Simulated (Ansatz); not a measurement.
What a trial cell of ZrTa3 relaxes into

Level of theory: DFT PBE, scalar-relativistic, plane waves, PAW (Ansatz). Cutoff 420 eV, Γ-centred k mesh, Gaussian smearing, no spin polarisation in the final step.

ZrTa3 was placed on the Cu3Au (L1_2) structure type (Pm-3m, No. 221), with Zr in place of Au, Ta in place of Cu, at a guessed volume.

```yaml
crystal:
  lattice:
    - [4.01615, 0.00000, 0.00000]
    - [0.00000, 4.01615, 0.00000]
    - [0.00000, 0.00000, 4.01615]
  atoms:
    - { symbol: Zr, position: [0.00000, 0.00000, 0.00000] }
    - { symbol: Ta, position: [0.00000, 0.50000, 0.50000] }
    - { symbol: Ta, position: [0.50000, 0.00000, 0.50000] }
    - { symbol: Ta, position: [0.50000, 0.50000, 0.00000] }
```

Cell and atoms relax at zero pressure; the relaxation can't lower the symmetry of the start. After a coarse first stage the cell is made exact in the group found at 0.06 Å.

Formation energies are uncorrected and refer to the elements' standard structures at the same level.

Q: What does it relax into?

A: It keeps Pm-3m (No. 221). The result has the Cu3Au (L1_2) structure. Conventional cell: a = 4.290 Å. Zr has 12 Ta at 3.03 Å; Ta has 4 Zr at 3.03 Å and 8 Ta at 3.03 Å.

```
Zr Ta
1.0
     4.29010    0.00000    0.00000
     0.00000    4.29010    0.00000
     0.00000    0.00000    4.29010
Zr Ta
1 3
Direct
  0.00000 0.00000 0.00000
  0.00000 0.50000 0.50000
  0.50000 0.00000 0.50000
  0.50000 0.50000 0.00000
```

Q: What are its volume, energy, density and gap?

A: The volume per atom is 19.74 Å³, the density is 13.33 g/cm³ and the energy over the elements is 0.27 eV/atom. The gap on the 12×12×12 mesh is 0 eV (a metal).

The final run used a 12×12×12 mesh on its 4-atom cell and 0.10 eV smearing. The k mesh leaves about 4 meV/atom of noise in metals. Spin–orbit coupling is left out. Symmetry constrained the relaxation, so the result can be a saddle point.

Cost: 3 runs of about 0.73 core-minutes in all, on Arm Neoverse V2 (shared hosts).